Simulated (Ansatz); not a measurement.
## C2H3, SMILES [CH]=C: a search for lower mean-field states

Run with Ansatz's Python interface.

`c2h3.py`:
```python
"""Does a wider search find a lower mean-field state of C2H3?"""

import ansatz
import numpy as np

geometry_ang = [
    ("C", (0.48852, -0.4264, 0.56594)),
    ("C", (-0.13575, 0.37676, -0.22376)),
    ("H", (0.48877, -1.45678, 0.83472)),
    ("H", (-0.94145, 0.07531, -0.89995)),
    ("H", (0.09991, 1.43112, -0.27696)),
]
mol = ansatz.Crystal.molecule()
for symbol, xyz in geometry_ang:
    mol = mol.atom(symbol, xyz)
symbols = [site.symbol for site in mol.cartesian_sites]

start = np.array([site.position_ang for site in mol.cartesian_sites])
for factor in [1.0, 1.25, 1.6]:
    xyz = (start - start.mean(axis=0)) * factor
    scaled = ansatz.Crystal.molecule()
    for symbol, place in zip(symbols, xyz):
        scaled = scaled.atom(symbol, place.tolist())
    setup = (
        scaled.calculation()
        .basis(gaussian="6-31G*")
        .functional("pbe0")
        .spin("collinear", total=1)
    )
    for search in ("off", "standard"):
        try:
            rep = setup.scf(lower_state_search=search).run(threads=1).report
        except ansatz.AnsatzError as error:
            print(f"x{factor} search {search}: {type(error).__name__}")
            continue
        state = rep["mean_field"]["state"]
        print(f"all distances x{factor}, search {search:8s} E = {rep['free_energy_ev']:.5f} eV  <S^2> = {abs(state['spin_squared']):.3f}  other states met: {len(rep['mean_field']['others'])}")
```

```console
$ python c2h3.py
all distances x1.0, search off      E = -2116.94268 eV  <S^2> = 0.765  other states met: 0
all distances x1.0, search standard E = -2116.94268 eV  <S^2> = 0.765  other states met: 0
all distances x1.25, search off      E = -2112.82650 eV  <S^2> = 1.022  other states met: 0
all distances x1.25, search standard E = -2112.82650 eV  <S^2> = 1.022  other states met: 0
all distances x1.6, search off      E = -2104.09474 eV  <S^2> = 1.448  other states met: 0
all distances x1.6, search standard E = -2104.31281 eV  <S^2> = 1.658  other states met: 8
```

What to keep in mind:
- Total energies depend on the basis set; only differences at equal settings carry meaning.
- The count of other states can hold repeated and symmetry-equivalent ends of the search; scaling all distances is a test, and for more than two atoms no physical path.
- The structure is a rough, unrelaxed start.
- The run takes the species as open-shell (spin multiplicity 2), which needn't be its ground state.
- The expectation value of S² is noticeably off S(S+1) in at least one run, so that state is spin-contaminated.
- Run time: 5.9 s on 1 thread of Arm Neoverse V2 (shared host), peak memory 0.16 GiB.
